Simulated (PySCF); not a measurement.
isobutane (C4H10), SMILES CC(C)C. Atoms are numbered in the order given.

```xyz
14

C     -1.2637    -0.7296    -0.0952
C      0.0000     0.0000     0.3715
C      0.0000     1.4592    -0.0952
C      1.2637    -0.7296    -0.0952
H     -2.1759    -0.2278     0.2665
H     -1.3140    -0.7586    -1.1975
H     -1.2852    -1.7704     0.2665
H      0.0000     0.0000     1.4778
H     -0.8906     1.9983     0.2665
H      0.0000     1.5173    -1.1975
H      0.8906     1.9983     0.2665
H      2.1759    -0.2278     0.2665
H      1.2852    -1.7704     0.2665
H      1.3140    -0.7586    -1.1975
```
Charge 0, spin multiplicity 1.

The structure is a stationary point at B3LYP-D3(BJ)/def2-SVP.

All values below come from PBE/def2-TZVP (PySCF).

Atomic charges (e):

```
atom  meta-Löwdin  Mulliken  Löwdin
----  -----------  --------  ------
C1          -0.35     -0.35     [?]
C2          -0.04     -0.02     [?]
C3          -0.35     -0.35     [?]
C4          -0.35     -0.35     [?]
H5           0.11      0.11     [?]
H6           0.11      0.10     [?]
H7           0.11      0.11     [?]
H8           0.10      0.07     [?]
H9           0.11      0.11     [?]
H10          0.11      0.10     [?]
H11          0.11      0.11     [?]
H12          0.11      0.11     [?]
H13          0.11      0.11     [?]
H14          0.11      0.10     [?]
```

What belongs in the gaps? (Estimate from the structure and the level; the computed values follow.)


- C1, Löwdin: -0.30
- C2, Löwdin: -0.35
- C3, Löwdin: -0.30
- C4, Löwdin: -0.30
- H5, Löwdin: 0.12
- H6, Löwdin: 0.12
- H7, Löwdin: 0.12
- H8, Löwdin: 0.15
- H9, Löwdin: 0.12
- H10, Löwdin: 0.12
- H11, Löwdin: 0.12
- H12, Löwdin: 0.12
- H13, Löwdin: 0.12
- H14, Löwdin: 0.12

Computed Mayer and Wiberg (Löwdin basis) orders of the bonds:
```csv
bond,Mayer,Wiberg
C1–C2,1.00,1.23
C2–C3,1.00,1.23
C2–C4,1.00,1.23
C1–H5,0.97,0.90
C1–H6,0.96,0.90
C1–H7,0.97,0.90
C2–H8,0.94,0.79
C3–H9,0.97,0.90
C3–H10,0.96,0.90
C3–H11,0.97,0.90
C4–H12,0.97,0.90
C4–H13,0.97,0.90
C4–H14,0.96,0.90
```
